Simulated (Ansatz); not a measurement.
C5H8 can be A, `C=C=CCC`, or B, `C1=CCCC1`.

Isolated molecules relaxed with PBE0-D4/def2-TZVP in Ansatz; ΔE leaves out vibrations. CCSD(T)/CBS adds triple-zeta CCSD(T) − MP2 to the extrapolated MP2 energy (def2 sets, frozen cores). Functionals use def2-TZVPP. Each species was taken in one conformer, which may not be the lowest.

A:

```xyz
13

C    -1.8774   -1.8479    0.8006
C    -0.7975   -1.2910    0.3362
C     0.2826   -0.7273   -0.1203
C     0.7954    0.6169    0.3085
C     0.8566    1.6067   -0.8475
H    -2.8439   -1.6790    0.3360
H    -1.8469   -2.5030    1.6657
H     0.8546   -1.2549   -0.8829
H     0.1609    1.0063    1.1079
H     1.7985    0.4930    0.7329
H     1.4903    1.2310   -1.6552
H    -0.1385    1.7836   -1.2614
H     1.2654    2.5656   -0.5205
```

B:

Z-matrix (Å, degrees):
```
C
C 1 1.501
C 1 1.538 2 102.9
H 1 1.094 2 113.1 3 -121.7
H 1 1.098 2 110.2 3 119.5
C 2 1.328 1 111.9 3 -13.4
H 2 1.084 1 123.0 3 169.2
C 3 1.538 1 105.5 2 20.8
H 3 1.091 1 112.9 2 144.7
H 3 1.093 1 109.0 2 -96.2
H 6 1.084 2 125.0 1 -177.3
H 8 1.098 3 111.9 1 97.5
H 8 1.094 3 112.5 1 -142.9
```

Question: Which isomer does CCSD(T)/CBS put lower? Give the gap. (Estimate.)

Answer: The calculation gave: B, by 27.2 kcal/mol.

Question: Give E(B) − E(A) in kcal/mol with B2PLYP, CCSD(T)/def2-SVP, PBE0-D4, CCSD(T)/def2-TZVPP, MP2/def2-TZVPP, ωB97M-V, r2SCAN-D4. (Best estimate.)

Answer: Computed: B2PLYP -24.0, CCSD(T)/def2-SVP -28.0, PBE0-D4 -28.6, CCSD(T)/def2-TZVPP -27.3, MP2/def2-TZVPP -29.6, ωB97M-V -26.8, r2SCAN-D4 -25.1. None reverses the order clearly.

Question: Does the order hold for the free energy at 298.15 K (harmonic terms from PBE0-D4)? (Best estimate.)

Answer: The calculation gave: Yes: G(B) − G(A) = -23.3 kcal/mol, for one conformer each.

Largest T1 diagnostic: 0.011.

Leaving LDA and LC-ωPBE aside and taking each functional with its dispersion term where it has one, the values, not all of them listed here, spread over 11.9 kcal/mol, from PBE-QIDH to BLYP-D4. LDA lies −6.5 kcal/mol from PBE without D4. From BLYP to BHLYP (50 % exact exchange), in def2-TZVPP and without D4, E(B) − E(A) moves by −7.9 kcal/mol.
